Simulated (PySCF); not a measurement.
Molfile (atoms numbered from 1):
```
C4H8O2
     RDKit          3D

 14 13  0  0  0  0  0  0  0  0999 V2000
   -1.0626   -0.8473    0.4370 C   0  0  0  0  0  0  0  0  0  0  0  0
   -0.1718    0.2623   -0.0850 C   0  0  0  0  0  0  0  0  0  0  0  0
   -0.3650    0.5592   -1.5546 C   0  0  0  0  0  0  0  0  0  0  0  0
    1.2114   -0.1167    0.0735 O   0  0  0  0  0  0  0  0  0  0  0  0
    1.7736    0.0991    1.2566 C   0  0  0  0  0  0  0  0  0  0  0  0
    1.2436    0.5843    2.2159 O   0  0  0  0  0  0  0  0  0  0  0  0
   -2.1210   -0.5799    0.3003 H   0  0  0  0  0  0  0  0  0  0  0  0
   -0.8889   -1.0118    1.5095 H   0  0  0  0  0  0  0  0  0  0  0  0
   -0.8693   -1.7854   -0.1058 H   0  0  0  0  0  0  0  0  0  0  0  0
   -0.3331    1.1703    0.5179 H   0  0  0  0  0  0  0  0  0  0  0  0
    0.3124    1.3607   -1.8825 H   0  0  0  0  0  0  0  0  0  0  0  0
   -0.1612   -0.3358   -2.1619 H   0  0  0  0  0  0  0  0  0  0  0  0
   -1.3997    0.8794   -1.7447 H   0  0  0  0  0  0  0  0  0  0  0  0
    2.8314   -0.2384    1.2238 H   0  0  0  0  0  0  0  0  0  0  0  0
  1  2  1  0
  2  3  1  0
  2  4  1  0
  4  5  1  0
  5  6  2  0
  1  7  1  0
  1  8  1  0
  1  9  1  0
  2 10  1  0
  3 11  1  0
  3 12  1  0
  3 13  1  0
  5 14  1  0
M  END
```

Method: B3LYP/pcJ-1 coupling constants (without the spin–dipole term), σ from GIAO-PBE0/pcSseg-1, geometry: PBE0-D3(BJ)/def2-SVP, in PySCF 2.14.0 with density-fitted response routines (one computed conformer, non-relativistic Hamiltonian, one averaged value for each set of equivalent atoms, in vacuum).

Q: Predict the 2D correlation tables (HSQC, COSY, HMBC).

A: 

HSQC (one-bond C–H):
```tsv
δH	δC	¹J(C,H) (Hz)
7.83 (H14)	164.1 (C5)	230
4.87 (H10)	66.4 (C2)	151
1.24 (H7/H8/H9/H11/H12/H13)	22.5 (C1/C3)	134
```

COSY cross peaks (|J| ≥ 2 Hz):
```tsv
δH	δH	abs. J (Hz)	bonds
4.87 (H10)	1.24 (H7/H8/H9/H11/H12/H13)	7.1	3
```

HMBC (two and three bonds, |J| ≥ 2.5 Hz):
```tsv
δH	δC [abs. J in Hz]
7.83 (H14)	66.4 (C2) [4.9]
4.87 (H10)	164.1 (C5) [3.7]
1.24 (H7/H8/H9/H11/H12/H13)	66.4 (C2) [3.4], 22.5 (C1/C3) [5.1]
```

δ = σ(ref) − σ, references computed at the same level: ¹H (σref 31.27) and ¹³C (σref 184.41) against TMS.

Unscaled 3J(H,H) at this level run about 10 % above measured values. Shifts are as computed. Against solution values, carbons near 30 ppm lie about +2 ppm off and those near 130 ppm about +5 ppm. Of 1211 compounds with measured shifts, 218 miss one by over three times the rms of a fit or turn the order of signals round; such compounds aren't used in these exercises.
